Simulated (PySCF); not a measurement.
**PN, CCSD(T): how much the basis matters**

PySCF, RHF reference; singlet, unpaired electrons none; De to P + N without counterpoise correction. Frozen cores follow the default of each basis and core potential.

| basis | relativity | functions | Re (Å) | ωe (cm⁻¹) | De (eV) | frozen orbitals |
| --- | --- | --- | --- | --- | --- | --- |
| pcseg-1 | no relativity | 32 | 1.511 | 1312 | 5.28 | 6 |
| 6-311G(d,p) | no relativity | 44 | 1.505 | 1329 | 5.38 | 6 |
| aug-pcseg-1 | no relativity | 50 | 1.515 | 1299 | 5.42 | 6 |
| def2-TZVPP | no relativity | 73 | 1.502 | 1324 | 5.83 | 6 |
| def2-TZVPPD | no relativity | 85 | 1.502 | 1323 | 5.87 | 6 |

Q: How does each smaller set differ from the one with most functions, def2-TZVPPD?

A: pcseg-1: +0.9 pm, -0.8 % in ωe, -0.59 eV in De; 6-311G(d,p): +0.3 pm, +0.5 % in ωe, -0.49 eV in De; aug-pcseg-1: +1.3 pm, -1.8 % in ωe, -0.45 eV in De; def2-TZVPP: +0.0 pm, +0.1 % in ωe, -0.04 eV in De. All at CCSD(T); the set with most functions is neither the basis-set limit nor always the best.

Measured (Huber and Herzberg, Constants of Diatomic Molecules (1979)): Re = 1.490866 Å, ωe = 1337.24 cm⁻¹. Correlated steps freeze 6 core orbitals. Correlated levels converge slowly with the basis: in double zeta they bind strong bonds too weakly, by up to about 1 eV, and carry superposition errors of some tenths. Where the molecule has an RHF reference, its open-shell atoms are computed with UHF.
